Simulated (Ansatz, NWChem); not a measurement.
Worked example: vertical energy of the triplet above the singlet of C5H6 (pent-3-en-1-yne)

The species is C5H6 (11 atoms), meant as a singlet with charge 0. As SMILES, `C#C/C=C/C`. Geometry: relaxed at PBE0-D4/def2-TZVP.

Both states at this one shape; open shells run unrestricted unless said. 1 Eh = 27.2114 eV.

| level | program | singlet C5H6 (Eh) | triplet C5H6 (Eh) |
| --- | --- | --- | --- |
| M06-L/cc-pVDZ | NWChem | -194.036871 | -193.907331 |
| CAM-B3LYP/cc-pVDZ | Ansatz | -193.938399 | -193.806569 |

**Question.** Work out the vertical gap, second state less first, at each level.

**Answer.** 
1. M06-L/cc-pVDZ: -193.907331 − (-194.036871) = 0.129540 Eh = 3.52 eV.
2. CAM-B3LYP/cc-pVDZ: -193.806569 − (-193.938399) = 0.131830 Eh = 3.59 eV.

No measured value is set beside it here; the levels span 3.52 to 3.59 eV.
